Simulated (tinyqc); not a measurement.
Worked calculation (part 1 of 3): UHF in the sto-3g basis, for H2O, spin multiplicity 3. Computed by tinyqc, a small Python program that keeps every step (integrals from PySCF). Settings: charge = 0, multiplicity = 3, basis = sto-3g, energy threshold = 1e-09, iteration cap = 53, orthogonalisation = symmetric, start = random, DIIS depth = 6, damping = 0.5, method = UHF. Command: `OMP_NUM_THREADS=1 python tinyqc.py 29756 29757 out.jsonl` (the two numbers bound the seeds that draw the settings). One thread of a shared host (Intel(R) Xeon(R) Processor @ 2.60GHz), about 0.1 s of CPU time with the checks. Later iterations appear only in the table of the cycle.

## One-electron integrals

Geometry (angstrom):
```
atom         x          y         z
O     0.000000   0.000000  0.000000
H     0.000000   0.987000  0.643000
H     0.000000  -0.987000  0.643000
```

Basis sto-3g: exponents (1/bohr^2) and contraction coefficients of normalised primitives:
```
element  l (shell)    exponent  coefficient
O            s (1)  130.709320     0.154329
O            s (1)   23.808861     0.535328
O            s (1)    6.443608     0.444635
O            s (2)    5.033151    -0.099967
O            s (2)    1.169596     0.399513
O            s (2)    0.380389     0.700115
O            p (3)    5.033151     0.155916
O            p (3)    1.169596     0.607684
O            p (3)    0.380389     0.391957
H            s (1)    3.425251     0.154329
H            s (1)    0.623914     0.535328
H            s (1)    0.168855     0.444635
```

Overlap, kinetic and nuclear-attraction integrals over the contracted functions; the nuclear repulsion is the sum of Za Zb / Rab.

nuclear repulsion = 7.45571085 hartree

overlap S:
```
           1O 1s     1O 2s    1O 2px     1O 2py    1O 2pz     2H 1s      3H 1s
1O 1s   1.000000  0.236704  0.000000   0.000000  0.000000  0.031930   0.031930
1O 2s   0.236704  1.000000  0.000000   0.000000  0.000000  0.342391   0.342391
1O 2px  0.000000  0.000000  1.000000   0.000000  0.000000  0.000000   0.000000
1O 2py  0.000000  0.000000  0.000000   1.000000  0.000000  0.260349  -0.260349
1O 2pz  0.000000  0.000000  0.000000   0.000000  1.000000  0.169609   0.169609
2H 1s   0.031930  0.342391  0.000000   0.260349  0.169609  1.000000   0.124395
3H 1s   0.031930  0.342391  0.000000  -0.260349  0.169609  0.124395   1.000000
```

kinetic energy T (hartree):
```
            1O 1s      1O 2s    1O 2px     1O 2py    1O 2pz      2H 1s      3H 1s
1O 1s   29.003200  -0.168011  0.000000   0.000000  0.000000  -0.008912  -0.008912
1O 2s   -0.168011   0.808128  0.000000   0.000000  0.000000   0.046845   0.046845
1O 2px   0.000000   0.000000  2.528731   0.000000  0.000000   0.000000   0.000000
1O 2py   0.000000   0.000000  0.000000   2.528731  0.000000   0.120651  -0.120651
1O 2pz   0.000000   0.000000  0.000000   0.000000  2.528731   0.078600   0.078600
2H 1s   -0.008912   0.046845  0.000000   0.120651  0.078600   0.760032  -0.009777
3H 1s   -0.008912   0.046845  0.000000  -0.120651  0.078600  -0.009777   0.760032
```

nuclear attraction V (hartree):
```
             1O 1s      1O 2s     1O 2px     1O 2py     1O 2pz      2H 1s      3H 1s
1O 1s   -61.516910  -7.395747   0.000000   0.000000  -0.011190  -1.020279  -1.020279
1O 2s    -7.395747  -9.947680   0.000000   0.000000  -0.138389  -2.561477  -2.561477
1O 2px    0.000000   0.000000  -9.824248   0.000000   0.000000   0.000000   0.000000
1O 2py    0.000000   0.000000   0.000000  -9.930254   0.000000  -1.707364   1.707364
1O 2pz   -0.011190  -0.138389   0.000000   0.000000  -9.869238  -1.143090  -1.143090
2H 1s    -1.020279  -2.561477   0.000000  -1.707364  -1.143090  -5.033683  -0.713465
3H 1s    -1.020279  -2.561477   0.000000   1.707364  -1.143090  -0.713465  -5.033683
```

core Hamiltonian H = T + V (hartree):
```
             1O 1s      1O 2s     1O 2px     1O 2py     1O 2pz      2H 1s      3H 1s
1O 1s   -32.513710  -7.563758   0.000000   0.000000  -0.011190  -1.029191  -1.029191
1O 2s    -7.563758  -9.139552   0.000000   0.000000  -0.138389  -2.514632  -2.514632
1O 2px    0.000000   0.000000  -7.295517   0.000000   0.000000   0.000000   0.000000
1O 2py    0.000000   0.000000   0.000000  -7.401523   0.000000  -1.586713   1.586713
1O 2pz   -0.011190  -0.138389   0.000000   0.000000  -7.340507  -1.064490  -1.064490
2H 1s    -1.029191  -2.514632   0.000000  -1.586713  -1.064490  -4.273651  -0.723242
3H 1s    -1.029191  -2.514632   0.000000   1.586713  -1.064490  -0.723242  -4.273651
```

## Two-electron integrals

Functions are numbered as in S; the eight-fold symmetry (ij|kl) = (ji|kl) = (kl|ij) leaves the list below.

Two-electron integrals (ij|kl) in chemists' order, unique and non-zero (hartree):
```
(11|11) 4.785065    (21|11) 0.741380    (21|21) 0.136873    (22|11) 1.118947
(22|21) 0.256633    (22|22) 0.817206    (31|31) 0.024477    (32|31) 0.037809
(32|32) 0.180518    (33|11) 1.115814    (33|21) 0.256684    (33|22) 0.817023
(33|33) 0.880159    (41|41) 0.024477    (42|41) 0.037809    (42|42) 0.180518
(43|43) 0.047444    (44|11) 1.115814    (44|21) 0.256684    (44|22) 0.817023
(44|33) 0.785270    (44|44) 0.880159    (51|51) 0.024477    (52|51) 0.037809
(52|52) 0.180518    (53|53) 0.047444    (54|54) 0.047444    (55|11) 1.115814
(55|21) 0.256684    (55|22) 0.817023    (55|33) 0.785270    (55|44) 0.785270
(55|55) 0.880159    (61|11) 0.101125    (61|21) 0.018531    (61|22) 0.034590
(61|33) 0.034522    (61|41) 0.000703    (61|42) 0.001328    (61|44) 0.034668
(61|51) 0.000458    (61|52) 0.000865    (61|54) 0.000095    (61|55) 0.034584
(61|61) 0.002540    (62|11) 0.271443    (62|21) 0.063149    (62|22) 0.225811
(62|33) 0.221797    (62|41) 0.003969    (62|42) 0.031647    (62|44) 0.230094
(62|51) 0.002585    (62|52) 0.020617    (62|54) 0.005405    (62|55) 0.225318
(62|61) 0.008734    (62|62) 0.080408    (63|31) 0.006290    (63|32) 0.037758
(63|43) 0.006396    (63|53) 0.004167    (63|63) 0.010870    (64|11) 0.172895
(64|21) 0.040710    (64|22) 0.155436    (64|33) 0.148561    (64|41) 0.008513
(64|42) 0.058128    (64|44) 0.166726    (64|51) 0.001448    (64|52) 0.013271
(64|54) 0.007667    (64|55) 0.150842    (64|61) 0.005852    (64|62) 0.067310
(64|64) 0.066585    (65|11) 0.112636    (65|21) 0.026521    (65|22) 0.101262
(65|33) 0.096783    (65|41) 0.001448    (65|42) 0.013271    (65|44) 0.100283
(65|51) 0.007233    (65|52) 0.046403    (65|54) 0.008676    (65|55) 0.106602
(65|61) 0.003812    (65|62) 0.043850    (65|64) 0.036296    (65|65) 0.034516
(66|11) 0.442132    (66|21) 0.104496    (66|22) 0.430533    (66|33) 0.414142
(66|41) 0.007757    (66|42) 0.087335    (66|44) 0.448300    (66|51) 0.005054
(66|52) 0.056896    (66|54) 0.022253    (66|55) 0.428639    (66|61) 0.014541
(66|62) 0.202034    (66|64) 0.193078    (66|65) 0.125785    (66|66) 0.774606
(71|11) 0.101125    (71|21) 0.018531    (71|22) 0.034590    (71|33) 0.034522
(71|41) -0.000703   (71|42) -0.001328   (71|44) 0.034668    (71|51) 0.000458
(71|52) 0.000865    (71|54) -0.000095   (71|55) 0.034584    (71|61) 0.002498
(71|62) 0.008428    (71|64) 0.005216    (71|65) 0.003684    (71|66) 0.013920
(71|71) 0.002540    (72|11) 0.271443    (72|21) 0.063149    (72|22) 0.225811
(72|33) 0.221797    (72|41) -0.003969   (72|42) -0.031647   (72|44) 0.230094
(72|51) 0.002585    (72|52) 0.020617    (72|54) -0.005405   (72|55) 0.225318
(72|61) 0.008428    (72|62) 0.061876    (72|64) 0.036388    (72|65) 0.032687
(72|66) 0.122855    (72|71) 0.008734    (72|72) 0.080408    (73|31) 0.006290
(73|32) 0.037758    (73|43) -0.006396   (73|53) 0.004167    (73|63) 0.007989
(73|73) 0.010870    (74|11) -0.172895   (74|21) -0.040710   (74|22) -0.155436
(74|33) -0.148561   (74|41) 0.008513    (74|42) 0.058128    (74|44) -0.166726
(74|51) -0.001448   (74|52) -0.013271   (74|54) 0.007667    (74|55) -0.150842
(74|61) -0.005216   (74|62) -0.036388   (74|64) -0.013951   (74|65) -0.018883
(74|66) -0.067326   (74|71) -0.005852   (74|72) -0.067310   (74|74) 0.066585
(75|11) 0.112636    (75|21) 0.026521    (75|22) 0.101262    (75|33) 0.096783
(75|41) -0.001448   (75|42) -0.013271   (75|44) 0.100283    (75|51) 0.007233
(75|52) 0.046403    (75|54) -0.008676   (75|55) 0.106602    (75|61) 0.003684
(75|62) 0.032687    (75|64) 0.018883    (75|65) 0.025001    (75|66) 0.070337
(75|71) 0.003812    (75|72) 0.043850    (75|74) -0.036296   (75|75) 0.034516
(76|11) 0.071754    (76|21) 0.016840    (76|22) 0.065234    (76|33) 0.063819
(76|44) 0.065293    (76|51) 0.001092    (76|52) 0.010358    (76|55) 0.066518
(76|61) 0.002299    (76|62) 0.022590    (76|64) 0.016567    (76|65) 0.013893
(76|66) 0.058671    (76|71) 0.002299    (76|72) 0.022590    (76|74) -0.016567
(76|75) 0.013893    (76|76) 0.008013    (77|11) 0.442132    (77|21) 0.104496
(77|22) 0.430533    (77|33) 0.414142    (77|41) -0.007757   (77|42) -0.087335
(77|44) 0.448300    (77|51) 0.005054    (77|52) 0.056896    (77|54) -0.022253
(77|55) 0.428639    (77|61) 0.013920    (77|62) 0.122855    (77|64) 0.067326
(77|65) 0.070337    (77|66) 0.267076    (77|71) 0.014541    (77|72) 0.202034
(77|74) -0.193078   (77|75) 0.125785    (77|76) 0.058671    (77|77) 0.774606
```

## Orthogonalisation

S = U s U^T; symmetric (Loewdin) form X = U s^(-1/2) U^T, so that X^T S X = 1.

eigenvalues of S: 0.483124  0.564397  0.895249  1.000000  1.090878  1.311207  1.655144

X:
```
            1O 1s      1O 2s    1O 2px     1O 2py     1O 2pz      2H 1s      3H 1s
1O 1s    1.023359  -0.134129  0.000000   0.000000  -0.005509   0.017532   0.017532
1O 2s   -0.134129   1.126204  0.000000   0.000000   0.050432  -0.193203  -0.193203
1O 2px   0.000000   0.000000  1.000000   0.000000   0.000000   0.000000   0.000000
1O 2py   0.000000   0.000000  0.000000   1.064069   0.000000  -0.159592   0.159592
1O 2pz  -0.005509   0.050432  0.000000   0.000000   1.024390  -0.093802  -0.093802
2H 1s    0.017532  -0.193203  0.000000  -0.159592  -0.093802   1.098343  -0.041979
3H 1s    0.017532  -0.193203  0.000000   0.159592  -0.093802  -0.041979   1.098343
```

## Starting guess

The start is random orthonormal orbitals; D(s) = C_occ C_occ^T for each spin.

D(alpha) at the start:
```
            1O 1s      1O 2s     1O 2px     1O 2py     1O 2pz      2H 1s      3H 1s
1O 1s    1.060701  -0.349368   0.011144   0.050582  -0.035731   0.068217   0.116924
1O 2s   -0.349368   0.802562   0.115772   0.525481  -0.004116  -0.373446   0.132549
1O 2px   0.011144   0.115772   0.976107  -0.108450   0.030866  -0.011416  -0.115844
1O 2py   0.050582   0.525481  -0.108450   0.690937   0.140100  -0.403618  -0.174005
1O 2pz  -0.035731  -0.004116   0.030866   0.140100   1.029672  -0.190271  -0.055367
2H 1s    0.068217  -0.373446  -0.011416  -0.403618  -0.190271   1.274569  -0.126600
3H 1s    0.116924   0.132549  -0.115844  -0.174005  -0.055367  -0.126600   0.718365
```

D(beta) at the start:
```
            1O 1s      1O 2s     1O 2px     1O 2py     1O 2pz      2H 1s      3H 1s
1O 1s    0.413257  -0.029645  -0.176921   0.260197   0.192200   0.224788  -0.116113
1O 2s   -0.029645   0.453660   0.357107   0.327664  -0.233444  -0.234837  -0.053056
1O 2px  -0.176921   0.357107   0.806088   0.025734   0.187832  -0.133762   0.050166
1O 2py   0.260197   0.327664   0.025734   0.576514   0.008655  -0.347706  -0.247005
1O 2pz   0.192200  -0.233444   0.187832   0.008655   0.878045  -0.113391  -0.157140
2H 1s    0.224788  -0.234837  -0.133762  -0.347706  -0.113391   0.992618   0.269653
3H 1s   -0.116113  -0.053056   0.050166  -0.247005  -0.157140   0.269653   0.161172
```

## Iteration 1: building the Fock matrix

J_ij = sum D_kl (ij|kl) with D = D(alpha) + D(beta), K_ij = sum D_kl (ik|jl) for each spin; F = H + J - K(s); E = tr D H + tr D J / 2 - 0.5 sum_s tr D(s) K(s) + E_nn.

Coulomb J (hartree):
```
            1O 1s     1O 2s     1O 2px     1O 2py     1O 2pz     2H 1s      3H 1s
1O 1s   14.381796  2.807343   0.024990   0.065219  -0.004978  0.382156   0.377743
1O 2s    2.807343  7.479342   0.142268   0.271241   0.030097  2.180433   2.054261
1O 2px   0.024990  0.142268   7.447544  -0.008866   0.018995  0.030183   0.032757
1O 2py   0.065219  0.271241  -0.008866   7.482306   0.018056  1.594652  -1.375386
1O 2pz  -0.004978  0.030097   0.018995   0.018056   7.490515  1.017298   0.945949
2H 1s    0.382156  2.180433   0.030183   1.594652   1.017298  4.822760   0.632845
3H 1s    0.377743  2.054261   0.032757  -1.375386   0.945949  0.632845   4.211074
```

exchange K(alpha) (hartree):
```
            1O 1s      1O 2s     1O 2px     1O 2py     1O 2pz     2H 1s      3H 1s
1O 1s    4.765753   0.698913   0.041608   0.160807  -0.031576  0.114470   0.116307
1O 2s    0.698913   1.143036   0.085738   0.310681  -0.030519  0.395947   0.404462
1O 2px   0.041608   0.085738   1.083979  -0.074126   0.012856  0.003645   0.000370
1O 2py   0.160807   0.310681  -0.074126   0.878766   0.039406  0.274813  -0.255772
1O 2pz  -0.031576  -0.030519   0.012856   0.039406   1.116214  0.173357   0.170900
2H 1s    0.114470   0.395947   0.003645   0.274813   0.173357  0.858920   0.110820
3H 1s    0.116307   0.404462   0.000370  -0.255772   0.170900  0.110820   0.724705
```

exchange K(beta) (hartree):
```
            1O 1s      1O 2s     1O 2px     1O 2py     1O 2pz     2H 1s      3H 1s
1O 1s    2.066134   0.487578  -0.099988   0.423986   0.149739  0.227753  -0.001364
1O 2s    0.487578   0.812492   0.282429   0.270080  -0.215362  0.319418   0.176155
1O 2px  -0.099988   0.282429   0.861199  -0.007072   0.147972  0.055169   0.112158
1O 2py   0.423986   0.270080  -0.007072   0.677049  -0.023672  0.175123  -0.149257
1O 2pz   0.149739  -0.215362   0.147972  -0.023672   0.896920  0.096709   0.026760
2H 1s    0.227753   0.319418   0.055169   0.175123   0.096709  0.678433   0.119194
3H 1s   -0.001364   0.176155   0.112158  -0.149257   0.026760  0.119194   0.241945
```

F(alpha) (hartree):
```
             1O 1s      1O 2s     1O 2px     1O 2py     1O 2pz      2H 1s      3H 1s
1O 1s   -22.897667  -5.455328  -0.016618  -0.095588   0.015408  -0.761505  -0.767755
1O 2s    -5.455328  -2.803245   0.056530  -0.039440  -0.077774  -0.730146  -0.864833
1O 2px   -0.016618   0.056530  -0.931952   0.065260   0.006139   0.026539   0.032387
1O 2py   -0.095588  -0.039440   0.065260  -0.797982  -0.021350  -0.266874   0.467098
1O 2pz    0.015408  -0.077774   0.006139  -0.021350  -0.966206  -0.220549  -0.289441
2H 1s    -0.761505  -0.730146   0.026539  -0.266874  -0.220549  -0.309811  -0.201217
3H 1s    -0.767755  -0.864833   0.032387   0.467098  -0.289441  -0.201217  -0.787282
```

F(beta) (hartree):
```
             1O 1s      1O 2s     1O 2px     1O 2py     1O 2pz      2H 1s      3H 1s
1O 1s   -20.198048  -5.243993   0.124978  -0.358767  -0.165907  -0.874788  -0.650084
1O 2s    -5.243993  -2.472702  -0.140161   0.001161   0.107069  -0.653617  -0.636526
1O 2px    0.124978  -0.140161  -0.709172  -0.001794  -0.128977  -0.024986  -0.079401
1O 2py   -0.358767   0.001161  -0.001794  -0.596266   0.041728  -0.167184   0.360584
1O 2pz   -0.165907   0.107069  -0.128977   0.041728  -0.746912  -0.143901  -0.145300
2H 1s    -0.874788  -0.653617  -0.024986  -0.167184  -0.143901  -0.129324  -0.209590
3H 1s    -0.650084  -0.636526  -0.079401   0.360584  -0.145300  -0.209590  -0.304522
```

total energy of this density = -60.92902796 hartree

This density is the starting one.

## Iteration 1: diagonalisation and new density

Diagonalise F' = X^T F X, C = X C', fill 6 alpha and 4 beta electrons from the bottom; D(s) = C_occ C_occ^T; the new density keeps 0.5 of the old one (damping). Each column has its largest component positive (the first on a tie).

F' = X^T F X (alpha) (hartree):
```
            1          2          3          4          5          6          7
1  -22.580758  -2.579743  -0.023589  -0.094012   0.013294  -0.103215  -0.127398
2   -2.579743  -1.761976   0.054818  -0.085835  -0.008009  -0.289342  -0.382901
3   -0.023589   0.054818  -0.931952   0.070375   0.003704   0.005585   0.033084
4   -0.094012  -0.085835   0.070375  -0.671922  -0.050006  -0.179363   0.351174
5    0.013294  -0.008009   0.003704  -0.050006  -0.928590  -0.117499  -0.168050
6   -0.103215  -0.289342   0.005585  -0.179363  -0.117499  -0.054890  -0.044113
7   -0.127398  -0.382901   0.033084   0.351174  -0.168050  -0.044113  -0.483632
```

orbital energies (alpha) (hartree): MO1 -22.898313, MO2 -1.633228, MO3 -0.991496, MO4 -0.961197, MO5 -0.880065, MO6 -0.103064, MO7 0.053643

coefficients C (alpha):
```
              MO1        MO2        MO3        MO4        MO5        MO6        MO7
1O 1s    0.999694  -0.231916   0.035633   0.041313  -0.038168   0.082050   0.039498
1O 2s    0.000897   0.952741  -0.184787  -0.179318   0.185656  -0.528433  -0.275311
1O 2px   0.000735  -0.092205   0.548763  -0.426380   0.710689   0.051350  -0.029001
1O 2py   0.005138   0.022542  -0.528552   0.263225   0.507210   0.573639  -0.497665
1O 2pz  -0.001100   0.121487   0.409429   0.840787   0.222318  -0.332782  -0.141643
2H 1s   -0.000393  -0.007500  -0.025552   0.034438   0.066709   0.244530   1.101763
3H 1s    0.002874   0.152246   0.340277   0.001214  -0.323876   0.985485  -0.254892
```

F' = X^T F X (beta) (hartree):
```
            1          2          3          4          5          6          7
1  -19.804411  -2.753530   0.145577  -0.351629  -0.203166  -0.165744  -0.025859
2   -2.753530  -1.446607  -0.160949   0.018728   0.191891  -0.308568  -0.277947
3    0.145577  -0.160949  -0.709172  -0.010593  -0.130088   0.017545  -0.045078
4   -0.351629   0.018728  -0.010593  -0.496244   0.030681  -0.148091   0.313997
5   -0.203166   0.191891  -0.130088   0.030681  -0.716140  -0.117317  -0.092137
6   -0.165744  -0.308568   0.017545  -0.148091  -0.117317   0.112083  -0.115470
7   -0.025859  -0.277947  -0.045078   0.313997  -0.092137  -0.115470  -0.038654
```

orbital energies (beta) (hartree): MO1 -20.219236, MO2 -1.278266, MO3 -0.867987, MO4 -0.660493, MO5 -0.501147, MO6 0.124765, MO7 0.303218

coefficients C (beta):
```
              MO1        MO2        MO3        MO4        MO5        MO6        MO7
1O 1s    0.992963  -0.239456   0.014709  -0.019517   0.095420   0.107402   0.036698
1O 2s    0.028618   0.922685  -0.071885   0.074505  -0.278470  -0.623780  -0.184369
1O 2px  -0.006117   0.245289   0.593345   0.493161   0.578044   0.074424   0.069684
1O 2py   0.017452  -0.127142  -0.144490   0.756791  -0.408870   0.272522  -0.575898
1O 2pz   0.009702  -0.207348   0.763491  -0.130941  -0.520750  -0.373720  -0.124688
2H 1s   -0.002960   0.039931   0.023069  -0.025477  -0.205925   0.546544   0.967535
3H 1s   -0.005795   0.079534   0.092644  -0.260967   0.047251   0.917424  -0.594203
```

D(alpha) after iteration 1:
```
            1O 1s      1O 2s     1O 2px     1O 2py     1O 2pz      2H 1s      3H 1s
1O 1s    1.062520  -0.316932   0.006145   0.035119  -0.025735   0.043797   0.094942
1O 2s   -0.316932   1.045144   0.053894   0.194234   0.051166  -0.249439  -0.183193
1O 2px   0.006145   0.053894   0.987633  -0.061441   0.013379   0.010268  -0.061618
1O 2py   0.035119   0.194234  -0.061441   0.813224   0.034804  -0.103556   0.025473
1O 2pz  -0.025735   0.051166   0.013379   0.034804   1.039578  -0.119616  -0.148245
2H 1s    0.043797  -0.249439   0.010268  -0.103556  -0.119616   0.670355   0.041490
3H 1s    0.094942  -0.183193  -0.061618   0.025473  -0.148245   0.041490   0.966709
```

D(beta) after iteration 1:
```
            1O 1s      1O 2s     1O 2px     1O 2py     1O 2pz      2H 1s      3H 1s
1O 1s    0.728585  -0.112341  -0.121314   0.145538   0.132635   0.106562  -0.067228
1O 2s   -0.112341   0.658272   0.288673   0.138811  -0.244561  -0.100817  -0.002970
1O 2px  -0.121314   0.288673   0.730779   0.140964   0.262676  -0.061413  -0.002009
1O 2py   0.145538   0.138811   0.140964   0.593297  -0.087112  -0.187724  -0.234051
1O 2pz   0.132635  -0.244561   0.262676  -0.087112   0.760598  -0.050375  -0.034392
2H 1s    0.106562  -0.100817  -0.061413  -0.187724  -0.050375   0.497701   0.140816
3H 1s   -0.067228  -0.002970  -0.002009  -0.234051  -0.034392   0.140816   0.122109
```
